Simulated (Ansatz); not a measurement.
Ansatz (a quantum-chemistry and plane-wave program) input (B3LYP/6-31G*):

Ansatz 0.2 input:
```yaml
crystal:
  periodic: [false, false, false]
  atoms:
    - {symbol: C, position_ang: [-0.52121597, 0.09785177, 0.02418323]}
    - {symbol: O, position_ang: [0.77519218, -0.14553262, -0.03596714]}
    - {symbol: H, position_ang: [-1.01292923, 0.00621803, 1.05553155]}
    - {symbol: H, position_ang: [-0.86240922, 1.14299440, -0.30004212]}
    - {symbol: H, position_ang: [-1.19890323, -0.57206207, -0.61285166]}
basis:
  gaussian:
    orbitals: 6-31G*
hamiltonian:
  xc: {name: B3LYP}
total_charge: -1
output: {forces: true}
```

Output:

```
WARN ansatz: RAYON_NUM_THREADS=1 ignored (pool sized by the plan → 1); use --threads N
Functional definition: B3LYP
integrals: 0.01 GiB planned
365 factors; integrals over basis functions are off by at most 1.5e-3 eV
mean field: 0.08 GiB planned
mean field evaluation 1: about -3131.0037 eV, gradient 1.1e1 eV
mean field evaluation 2: about -3130.8753 eV, gradient 1.5e1 eV
mean field evaluation 4: about -3131.2593 eV, gradient 1.1e-1 eV
mean field evaluation 8: about -3131.2574 eV, gradient 1.5e-2 eV
mean field -3131.25741497 eV, -115.0715875575 hartree, gradient 1.2e-5 eV, S^2 0.000000; 0 other end points of the search recorded, 0 dependent functions left out
the calculation of the forces begins
reference -3131.25757316 eV, -115.0715933710 hartree; 9, 9 occupied and 27, 27 virtual orbitals, 365 factors
Total energy: -3131.25757316 eV, -115.0715933710 hartree
Atom 0 at    -0.521216     0.097852     0.024183 Å, force     0.948727    -0.178111    -0.044025 eV/Å
Atom 1 at     0.775192    -0.145533    -0.035967 Å, force    -0.148010     0.027788     0.006864 eV/Å
Atom 2 at    -1.012929     0.006218     1.055532 Å, force    -0.264463     0.011532     0.221261 eV/Å
Atom 3 at    -0.862409     1.142994    -0.300042 Å, force    -0.233260     0.247105    -0.059637 eV/Å
Atom 4 at    -1.198903    -0.572062    -0.612852 Å, force    -0.302994    -0.108314    -0.124463 eV/Å
Dipole moment:    -0.291616     0.054747     0.013531 e Å
```

The dipole moment of an ion depends on the origin.
